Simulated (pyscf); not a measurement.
H₂N–SiH₂–NH–SiH₂–NH₂ + methyl (CH₃•) → H₂N–SiH•–NH–SiH₂–NH₂ + methane (CH₄), a hydrogen abstraction (doublet surface; H–Si broken, C–H formed). Structures and frequencies: ωB97X-D3(BJ)/def2-SVP in PySCF. Energies in kJ/mol from the separated reactants.

Small-basis levels: PySCF, no dispersion term, spherical d functions. Open shells are spin-unrestricted. 

Task: In single points SVWN5/6-31G* puts the saddle at -25.4 kJ/mol and the reaction energy at -114.7 kJ/mol. Should these be trusted to within a few kcal/mol? Compare with ωB97M-D3(BJ)/def2-TZVP.

Result: ωB97M-D3(BJ)/def2-TZVP gives ΔE‡ = 38.6 kJ/mol and ΔE = -64.1 kJ/mol. SVWN5/6-31G* lies 64.0 kJ/mol under it in the barrier and 50.6 kJ/mol under it in the reaction energy, so on this step it does not hold to within 12.6 kJ/mol. At SVWN5/6-31G* this geometry lies under one side, so its ΔE‡ may be no barrier of that level. ωB97M-D3(BJ)/def2-TZVP has limits of its own. This is the saddle that the search found; another between the same sides may lie lower. The angle at the transferred H is 172°.
